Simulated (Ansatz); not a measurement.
**Ge–PH$_{2}$, doublet in cc-pVTZ: errors against RCCSDT(Q)**

Geometry: that of the Ge–PH2, quartet, kept fixed.

```xyz
4

Ge    0.0000    0.0000    0.8205
P     0.0000    0.0000   -1.7495
H     0.0000    1.0658   -2.6836
H     0.0000   -1.0658   -2.6836
```

Basis cc-pVTZ; Ansatz 0.2.0. Correlated methods freeze the noble-gas cores and the filled d shells of p-block atoms, which leaves 11 electrons in 86 orbitals. Prefix R: restricted or restricted open-shell reference; prefix U: unrestricted. Active spaces: valence = (11e, 10o) chosen from the atoms' valence shells. No spin–orbit coupling is included, and no scalar relativity.

Full CI isn't at hand for all of this; RCCSDT(Q) serves as the reference, and is uncertain by about the last step of the cluster series. The frozen core follows each run's orbitals, which can shift R against U totals by a few meV for light atoms and by up to 0.1 eV past Ca.

- UHF ⟨S²⟩: 1.442
- T1 diagnostic (RCCSD): 0.0369
- largest doubles amplitude (RCCSD): 0.100

| level | E − E(RCCSDT(Q)) (kJ/mol) | share of correlation (%) | wall time |
| --- | --- | --- | --- |
| RHF | 763.3 | 0.00 | – |
| RMP2 | 138.7 | 81.83 | – |
| RCCSD | 49.7 | 93.49 | – |
| RCCSD(T) | 8.9 | 98.83 | 10 s (H100) |
| BCCD(T) | 8.9 | 98.83 | 16 s (H100) |
| RCCSDT | 3.6 | 99.52 | – |
| CASSCF (valence space) | 553.8 | 27.45 | – |
| NEVPT2 (valence space) | 132.2 | 82.68 | 7.5 s (H100) |
| MRCISD (valence space) | 60.2 | 92.11 | – |
| MRCISD+Q (valence space) | 10.0 | 98.70 | 10 s (H100) |

The correlation energy at RCCSDT(Q), counted from RHF, is -7.911 eV. That run took 53 s on 2 threads of AMD EPYC 7R13 with a shared H100 80 GB, shared host.

Run but not shown, since their state or frozen core can't be matched to the reference's or they repeat it: UHF, UMP2, UCCSD, UCCSD(T), UCCSDT, UCCSDT(Q).

Times hold each run's SCF and search for its determinant on a shared host, so for small cases they say little of a method's own cost.

Natural occupations of CASSCF (valence space) about the gap: 1.988 1.981 1.972 1.952 1.875 0.999 0.130 0.054 0.027 0.022; effectively unpaired electrons, Σ n²(2−n)², 1.14.
